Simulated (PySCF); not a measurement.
C3H4, SMILES C#CC.

Coordinates come from a B3LYP-D3(BJ)/def2-TZVP optimisation.

All values below come from PySCF with SMD-PBE0/6-31G*.

Solvation free energies are E(SMD) − E(gas) at the gas-phase geometry, for 1 M in both phases. In vacuum the dipole moment is 0.71 D.

```json
[
 {"solvent": "water", "ΔG(solv) (kcal/mol)": "-0.7", "its non-electrostatic (CDS) part": "3.8", "dipole (D)": "1.00"},
 {"solvent": "ethylethanoate", "ΔG(solv) (kcal/mol)": "-3.0", "its non-electrostatic (CDS) part": "0.4", "dipole (D)": "0.94"},
 {"solvent": "chlorobenzene", "ΔG(solv) (kcal/mol)": "…", "its non-electrostatic (CDS) part": "…", "dipole (D)": "…"}
]
```

Problem. Fill in the missing entries. (Estimate from the structure and the level; the computed values follow.)

Solution. 
- chlorobenzene, ΔG(solv) (kcal/mol): -3.7
- chlorobenzene, its non-electrostatic (CDS) part: -0.3
- chlorobenzene, dipole (D): 0.94
